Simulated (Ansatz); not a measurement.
## Molecular dynamics of CH$_{6}$BN

input.yaml

```yaml
crystal:
  periodic: [false, false, false]
  atoms:
    - { symbol: B, position_ang: [0.032266, -0.113851, 0.076127] }
    - { symbol: "N", position_ang: [-0.011013, 0.078603, 1.456997] }
    - { symbol: H, position_ang: [-0.847307, 0.001164, 1.991115] }
    - { symbol: H, position_ang: [0.790783, 0.304965, 2.00323] }
    - { symbol: C, position_ang: [1.379925, 0.009755, -0.751966] }
    - { symbol: H, position_ang: [1.605549, -0.932115, -1.24992] }
    - { symbol: H, position_ang: [1.277421, 0.750772, -1.542928] }
    - { symbol: H, position_ang: [2.243685, 0.281912, -0.149862] }
    - { symbol: H, position_ang: [-0.996709, -0.381307, -0.473594] }
basis:
  gaussian: { orbitals: "6-31G*" }
hamiltonian:
  xc: hf
md:
  timestep: 0.25
  n_steps: 150
  ensemble: nve
  temperature: 500.0
  initial_velocities: maxwell_boltzmann
  seed: 602320
```

Run as:

```bash
$ ansatz run input.yaml --threads 1 --pin off --max-ram 2048MiB --backend cpu --events-out ev --progress --plain --runs-dir out
```

It starts from a relaxed structure.

Output, in part (one step line in 2, the closing report, with atoms numbered from 0):

```
md step     0: t =     0.00 fs  T =   500.0 K  F+E_penalty+E_count = -3280.02043340 eV  E_kin = 0.452410 eV  conserved = -3279.56802341 eV  (24 SCF iters)
md step     2: t =     0.50 fs  T =   490.0 K  F+E_penalty+E_count = -3280.01131676 eV  E_kin = 0.443333 eV  conserved = -3279.56798341 eV  (23 SCF iters)
md step     4: t =     1.00 fs  T =   462.4 K  F+E_penalty+E_count = -3279.98626973 eV  E_kin = 0.418380 eV  conserved = -3279.56788930 eV  (23 SCF iters)
md step     6: t =     1.50 fs  T =   423.6 K  F+E_penalty+E_count = -3279.95103428 eV  E_kin = 0.383255 eV  conserved = -3279.56777878 eV  (23 SCF iters)
md step     8: t =     2.00 fs  T =   381.0 K  F+E_penalty+E_count = -3279.91242715 eV  E_kin = 0.344736 eV  conserved = -3279.56769095 eV  (23 SCF iters)
md step    10: t =     2.50 fs  T =   340.7 K  F+E_penalty+E_count = -3279.87594762 eV  E_kin = 0.308300 eV  conserved = -3279.56764776 eV  (23 SCF iters)
md step    12: t =     3.00 fs  T =   305.9 K  F+E_penalty+E_count = -3279.84443063 eV  E_kin = 0.276786 eV  conserved = -3279.56764510 eV  (23 SCF iters)
md step    14: t =     3.50 fs  T =   276.9 K  F+E_penalty+E_count = -3279.81821631 eV  E_kin = 0.250553 eV  conserved = -3279.56766287 eV  (23 SCF iters)
md step    16: t =     4.00 fs  T =   252.7 K  F+E_penalty+E_count = -3279.79632236 eV  E_kin = 0.228641 eV  conserved = -3279.56768100 eV  (23 SCF iters)
md step    18: t =     4.50 fs  T =   232.1 K  F+E_penalty+E_count = -3279.77765924 eV  E_kin = 0.209969 eV  conserved = -3279.56769032 eV  (23 SCF iters)
md step    20: t =     5.00 fs  T =   214.4 K  F+E_penalty+E_count = -3279.76164858 eV  E_kin = 0.193957 eV  conserved = -3279.56769141 eV  (25 SCF iters)
md step    22: t =     5.50 fs  T =   199.5 K  F+E_penalty+E_count = -3279.74822882 eV  E_kin = 0.180540 eV  conserved = -3279.56768900 eV  (23 SCF iters)
md step    24: t =     6.00 fs  T =   187.8 K  F+E_penalty+E_count = -3279.73758559 eV  E_kin = 0.169899 eV  conserved = -3279.56768702 eV  (23 SCF iters)
md step    26: t =     6.50 fs  T =   179.3 K  F+E_penalty+E_count = -3279.72991340 eV  E_kin = 0.162227 eV  conserved = -3279.56768668 eV  (23 SCF iters)
md step    28: t =     7.00 fs  T =   174.2 K  F+E_penalty+E_count = -3279.72530664 eV  E_kin = 0.157618 eV  conserved = -3279.56768825 eV  (23 SCF iters)
md step    30: t =     7.50 fs  T =   172.5 K  F+E_penalty+E_count = -3279.72373254 eV  E_kin = 0.156041 eV  conserved = -3279.56769138 eV  (23 SCF iters)
md step    32: t =     8.00 fs  T =   173.9 K  F+E_penalty+E_count = -3279.72506776 eV  E_kin = 0.157374 eV  conserved = -3279.56769362 eV  (23 SCF iters)
md step    34: t =     8.50 fs  T =   178.6 K  F+E_penalty+E_count = -3279.72925981 eV  E_kin = 0.161569 eV  conserved = -3279.56769045 eV  (23 SCF iters)
md step    36: t =     9.00 fs  T =   186.7 K  F+E_penalty+E_count = -3279.73659875 eV  E_kin = 0.168920 eV  conserved = -3279.56767901 eV  (23 SCF iters)
md step    38: t =     9.50 fs  T =   199.1 K  F+E_penalty+E_count = -3279.74783579 eV  E_kin = 0.180170 eV  conserved = -3279.56766542 eV  (23 SCF iters)
md step    40: t =    10.00 fs  T =   216.7 K  F+E_penalty+E_count = -3279.76377221 eV  E_kin = 0.196107 eV  conserved = -3279.56766554 eV  (23 SCF iters)
md step    42: t =    10.50 fs  T =   239.4 K  F+E_penalty+E_count = -3279.78431182 eV  E_kin = 0.216618 eV  conserved = -3279.56769416 eV  (25 SCF iters)
md step    44: t =    11.00 fs  T =   265.1 K  F+E_penalty+E_count = -3279.80761310 eV  E_kin = 0.239863 eV  conserved = -3279.56775052 eV  (24 SCF iters)
md step    46: t =    11.50 fs  T =   290.0 K  F+E_penalty+E_count = -3279.83017693 eV  E_kin = 0.262363 eV  conserved = -3279.56781388 eV  (24 SCF iters)
md step    48: t =    12.00 fs  T =   309.7 K  F+E_penalty+E_count = -3279.84808005 eV  E_kin = 0.280223 eV  conserved = -3279.56785655 eV  (23 SCF iters)
md step    50: t =    12.50 fs  T =   321.4 K  F+E_penalty+E_count = -3279.85864050 eV  E_kin = 0.290779 eV  conserved = -3279.56786109 eV  (23 SCF iters)
md step    52: t =    13.00 fs  T =   324.5 K  F+E_penalty+E_count = -3279.86148232 eV  E_kin = 0.293653 eV  conserved = -3279.56782943 eV  (23 SCF iters)
md step    54: t =    13.50 fs  T =   321.2 K  F+E_penalty+E_count = -3279.85844726 eV  E_kin = 0.290668 eV  conserved = -3279.56777922 eV  (23 SCF iters)
md step    56: t =    14.00 fs  T =   314.8 K  F+E_penalty+E_count = -3279.85254555 eV  E_kin = 0.284812 eV  conserved = -3279.56773321 eV  (24 SCF iters)
md step    58: t =    14.50 fs  T =   308.2 K  F+E_penalty+E_count = -3279.84657058 eV  E_kin = 0.278862 eV  conserved = -3279.56770886 eV  (24 SCF iters)
md step    60: t =    15.00 fs  T =   303.2 K  F+E_penalty+E_count = -3279.84201034 eV  E_kin = 0.274298 eV  conserved = -3279.56771276 eV  (24 SCF iters)
md step    62: t =    15.50 fs  T =   299.4 K  F+E_penalty+E_count = -3279.83865059 eV  E_kin = 0.270912 eV  conserved = -3279.56773821 eV  (23 SCF iters)
md step    64: t =    16.00 fs  T =   295.3 K  F+E_penalty+E_count = -3279.83497965 eV  E_kin = 0.267211 eV  conserved = -3279.56776854 eV  (25 SCF iters)
md step    66: t =    16.50 fs  T =   288.9 K  F+E_penalty+E_count = -3279.82922123 eV  E_kin = 0.261438 eV  conserved = -3279.56778347 eV  (23 SCF iters)
md step    68: t =    17.00 fs  T =   279.4 K  F+E_penalty+E_count = -3279.82056537 eV  E_kin = 0.252796 eV  conserved = -3279.56776928 eV  (23 SCF iters)
md step    70: t =    17.50 fs  T =   267.7 K  F+E_penalty+E_count = -3279.80997605 eV  E_kin = 0.242248 eV  conserved = -3279.56772847 eV  (23 SCF iters)
md step    72: t =    18.00 fs  T =   256.7 K  F+E_penalty+E_count = -3279.79999460 eV  E_kin = 0.232312 eV  conserved = -3279.56768292 eV  (23 SCF iters)
md step    74: t =    18.50 fs  T =   249.5 K  F+E_penalty+E_count = -3279.79339037 eV  E_kin = 0.225726 eV  conserved = -3279.56766426 eV  (23 SCF iters)
md step    76: t =    19.00 fs  T =   247.1 K  F+E_penalty+E_count = -3279.79126996 eV  E_kin = 0.223577 eV  conserved = -3279.56769314 eV  (23 SCF iters)
md step    78: t =    19.50 fs  T =   247.7 K  F+E_penalty+E_count = -3279.79185773 eV  E_kin = 0.224096 eV  conserved = -3279.56776209 eV  (23 SCF iters)
md step    80: t =    20.00 fs  T =   246.6 K  F+E_penalty+E_count = -3279.79097277 eV  E_kin = 0.223137 eV  conserved = -3279.56783553 eV  (23 SCF iters)
md step    82: t =    20.50 fs  T =   239.0 K  F+E_penalty+E_count = -3279.78416574 eV  E_kin = 0.216295 eV  conserved = -3279.56787058 eV  (23 SCF iters)
md step    84: t =    21.00 fs  T =   222.7 K  F+E_penalty+E_count = -3279.76930287 eV  E_kin = 0.201460 eV  conserved = -3279.56784281 eV  (23 SCF iters)
md step    86: t =    21.50 fs  T =   199.3 K  F+E_penalty+E_count = -3279.74806526 eV  E_kin = 0.180306 eV  conserved = -3279.56775930 eV  (25 SCF iters)
md step    88: t =    22.00 fs  T =   174.5 K  F+E_penalty+E_count = -3279.72555658 eV  E_kin = 0.157904 eV  conserved = -3279.56765292 eV  (24 SCF iters)
md step    90: t =    22.50 fs  T =   155.6 K  F+E_penalty+E_count = -3279.70832567 eV  E_kin = 0.140761 eV  conserved = -3279.56756478 eV  (24 SCF iters)
md step    92: t =    23.00 fs  T =   148.5 K  F+E_penalty+E_count = -3279.70184940 eV  E_kin = 0.134324 eV  conserved = -3279.56752582 eV  (24 SCF iters)
md step    94: t =    23.50 fs  T =   155.9 K  F+E_penalty+E_count = -3279.70859127 eV  E_kin = 0.141045 eV  conserved = -3279.56754651 eV  (24 SCF iters)
md step    96: t =    24.00 fs  T =   176.5 K  F+E_penalty+E_count = -3279.72730131 eV  E_kin = 0.159685 eV  conserved = -3279.56761650 eV  (23 SCF iters)
md step    98: t =    24.50 fs  T =   205.5 K  F+E_penalty+E_count = -3279.75361543 eV  E_kin = 0.185904 eV  conserved = -3279.56771135 eV  (23 SCF iters)
md step   100: t =    25.00 fs  T =   236.3 K  F+E_penalty+E_count = -3279.78156865 eV  E_kin = 0.213767 eV  conserved = -3279.56780128 eV  (23 SCF iters)
md step   102: t =    25.50 fs  T =   262.6 K  F+E_penalty+E_count = -3279.80547911 eV  E_kin = 0.237620 eV  conserved = -3279.56785912 eV  (23 SCF iters)
md step   104: t =    26.00 fs  T =   280.5 K  F+E_penalty+E_count = -3279.82167697 eV  E_kin = 0.253810 eV  conserved = -3279.56786741 eV  (23 SCF iters)
md step   106: t =    26.50 fs  T =   289.3 K  F+E_penalty+E_count = -3279.82958863 eV  E_kin = 0.261763 eV  conserved = -3279.56782569 eV  (23 SCF iters)
md step   108: t =    27.00 fs  T =   291.8 K  F+E_penalty+E_count = -3279.83175061 eV  E_kin = 0.263998 eV  conserved = -3279.56775300 eV  (25 SCF iters)
md step   110: t =    27.50 fs  T =   292.8 K  F+E_penalty+E_count = -3279.83261145 eV  E_kin = 0.264930 eV  conserved = -3279.56768180 eV  (23 SCF iters)
md step   112: t =    28.00 fs  T =   297.2 K  F+E_penalty+E_count = -3279.83653783 eV  E_kin = 0.268895 eV  conserved = -3279.56764271 eV  (23 SCF iters)
md step   114: t =    28.50 fs  T =   307.6 K  F+E_penalty+E_count = -3279.84595122 eV  E_kin = 0.278302 eV  conserved = -3279.56764907 eV  (23 SCF iters)
md step   116: t =    29.00 fs  T =   323.6 K  F+E_penalty+E_count = -3279.86049654 eV  E_kin = 0.292804 eV  conserved = -3279.56769283 eV  (23 SCF iters)
md step   118: t =    29.50 fs  T =   342.4 K  F+E_penalty+E_count = -3279.87751787 eV  E_kin = 0.309766 eV  conserved = -3279.56775196 eV  (23 SCF iters)
md step   120: t =    30.00 fs  T =   359.8 K  F+E_penalty+E_count = -3279.89338502 eV  E_kin = 0.325581 eV  conserved = -3279.56780394 eV  (23 SCF iters)
md step   122: t =    30.50 fs  T =   372.5 K  F+E_penalty+E_count = -3279.90488051 eV  E_kin = 0.337045 eV  conserved = -3279.56783548 eV  (23 SCF iters)
md step   124: t =    31.00 fs  T =   378.2 K  F+E_penalty+E_count = -3279.91003216 eV  E_kin = 0.342187 eV  conserved = -3279.56784518 eV  (23 SCF iters)
md step   126: t =    31.50 fs  T =   376.2 K  F+E_penalty+E_count = -3279.90822029 eV  E_kin = 0.340381 eV  conserved = -3279.56783970 eV  (23 SCF iters)
md step   128: t =    32.00 fs  T =   366.9 K  F+E_penalty+E_count = -3279.89979770 eV  E_kin = 0.331971 eV  conserved = -3279.56782640 eV  (22 SCF iters)
md step   130: t =    32.50 fs  T =   351.3 K  F+E_penalty+E_count = -3279.88562927 eV  E_kin = 0.317820 eV  conserved = -3279.56780911 eV  (25 SCF iters)
md step   132: t =    33.00 fs  T =   330.5 K  F+E_penalty+E_count = -3279.86685027 eV  E_kin = 0.299064 eV  conserved = -3279.56778675 eV  (23 SCF iters)
md step   134: t =    33.50 fs  T =   306.3 K  F+E_penalty+E_count = -3279.84490247 eV  E_kin = 0.277146 eV  conserved = -3279.56775674 eV  (23 SCF iters)
md step   136: t =    34.00 fs  T =   280.7 K  F+E_penalty+E_count = -3279.82168121 eV  E_kin = 0.253962 eV  conserved = -3279.56771879 eV  (23 SCF iters)
md step   138: t =    34.50 fs  T =   256.2 K  F+E_penalty+E_count = -3279.79953161 eV  E_kin = 0.231853 eV  conserved = -3279.56767880 eV  (23 SCF iters)
md step   140: t =    35.00 fs  T =   235.7 K  F+E_penalty+E_count = -3279.78087468 eV  E_kin = 0.213225 eV  conserved = -3279.56764955 eV  (23 SCF iters)
md step   142: t =    35.50 fs  T =   220.8 K  F+E_penalty+E_count = -3279.76742861 eV  E_kin = 0.199782 eV  conserved = -3279.56764638 eV  (23 SCF iters)
md step   144: t =    36.00 fs  T =   211.8 K  F+E_penalty+E_count = -3279.75929481 eV  E_kin = 0.191617 eV  conserved = -3279.56767796 eV  (23 SCF iters)
md step   146: t =    36.50 fs  T =   206.4 K  F+E_penalty+E_count = -3279.75448090 eV  E_kin = 0.186745 eV  conserved = -3279.56773604 eV  (23 SCF iters)
md step   148: t =    37.00 fs  T =   200.8 K  F+E_penalty+E_count = -3279.74944154 eV  E_kin = 0.181648 eV  conserved = -3279.56779375 eV  (23 SCF iters)
md step   150: t =    37.50 fs  T =   191.1 K  F+E_penalty+E_count = -3279.74069872 eV  E_kin = 0.172880 eV  conserved = -3279.56781842 eV  (25 SCF iters)
Total energy: -3279.74069872 eV, -120.5282475897 hartree
Atom 0 at    -0.014118    -0.042068     0.059291 Å, force     0.951908     1.008713     0.371207 eV/Å
Atom 1 at     0.009875     0.037906     1.442106 Å, force     0.283108    -0.238902     0.337441 eV/Å
Atom 2 at    -0.797548    -0.210985     1.952569 Å, force    -0.279067     0.158824     0.524086 eV/Å
Atom 3 at     0.836645     0.138006     1.988015 Å, force    -0.020063    -0.046898     0.082246 eV/Å
Atom 4 at     1.401597     0.023042    -0.738048 Å, force    -1.812564    -0.166081    -0.576621 eV/Å
Atom 5 at     1.715616    -1.004960    -0.635162 Å, force     0.606927    -0.334334    -0.279871 eV/Å
Atom 6 at     1.205997     0.211047    -1.799387 Å, force     0.464522    -0.054156     0.252178 eV/Å
Atom 7 at     2.199828     0.674931    -0.384943 Å, force    -0.399548    -0.043280     0.182971 eV/Å
Atom 8 at    -1.138171    -0.145267    -0.321421 Å, force     0.204778    -0.283886    -0.893636 eV/Å
Dipole moment:     0.049195    -0.078082     0.302539 e Å
```

The run went to its last step. The conserved energy stayed within 0.056 meV per atom of its start (net change 0.023 meV per atom), so the integration is sound. A run of 0.037 ps of so small a system gives no equilibrium averages.

The same pairs are bonded in the first frame and the last. Pairs count as bonded within 1.25 times the sum of covalent radii (0.12 Å more for H–H).

Last frame:

```xyz
9
Properties=species:S:1:pos:R:3
B -0.014 -0.042 0.059
N 0.010 0.038 1.442
H -0.797 -0.211 1.953
H 0.837 0.138 1.988
C 1.402 0.023 -0.738
H 1.716 -1.005 -0.635
H 1.206 0.211 -1.799
H 2.200 0.675 -0.385
H -1.138 -0.145 -0.321
```

The run took 87 s on 1 thread of Arm Neoverse V2, on a shared host, peak memory 0.088 GiB.
